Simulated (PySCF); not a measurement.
- coordinates at the GFN2-xTB level
- σ from GIAO-PBE0/pcSseg-1
- program: PySCF 2.14
- in vacuum, a single conformation, no relativistic terms, fast rotation and ring inversion assumed for equivalent nuclei

Referencing at the same level of theory: ¹H (σref 31.72), ¹³C (σref 186.93) vs TMS. Shifts are as computed. Against solution values, carbons near 30 ppm lie about +3 ppm off and those near 130 ppm about +5 ppm; carbons on Cl a further +6 ppm. Of 1211 compounds with measured shifts, 218 miss one by over three times the rms of a fit or turn the order of signals round; such compounds aren't used in these exercises. Carbons bonded to Cl come out too deshielded. OH and NH positions are gas-phase values without hydrogen bonding to other molecules.

(1) Order these molecules by the shift of their most deshielded carbon, lowest δ first.
A. c1cnc2c(c1)O[SiH2]O2
B. FC(F)CCl
C. CC(C)CO

(2) Order these molecules by the shift of their most deshielded carbon-bound hydrogen, lowest δ first.
A. FC(F)CCl
B. c1cnc2c(c1)O[SiH2]O2
C. CC(C)CO

(3) How many ¹³C and ¹H signals does each give (equivalence by symmetry and fast rotation, but not about amide C–N or C=N bonds)? `N#C[Si@H]1C=C(OC=O)C1`, `FC(F)CCl`, `CC(C)CO`, `c1cnc2c(c1)O[SiH2]O2`

Results:

(1) C (74.7 ppm, sp3 CH2 bonded to O), B (123.1 ppm, sp3 CH bonded to 2 F), A (162.8 ppm, aromatic carbon bearing oxygen).

(2) C (3.58 ppm, hydrogen on an sp3 CH2 bonded to O), A (6.13 ppm, hydrogen on an sp3 CH bonded to 2 F), B (8.17 ppm, hydrogen on an aromatic CH next to a ring nitrogen).

(3) N#C[Si@H]1C=C(OC=O)C1: 5 C, 5 H; FC(F)CCl: 2 C, 2 H; CC(C)CO: 3 C, 4 H; c1cnc2c(c1)O[SiH2]O2: 5 C, 4 H.
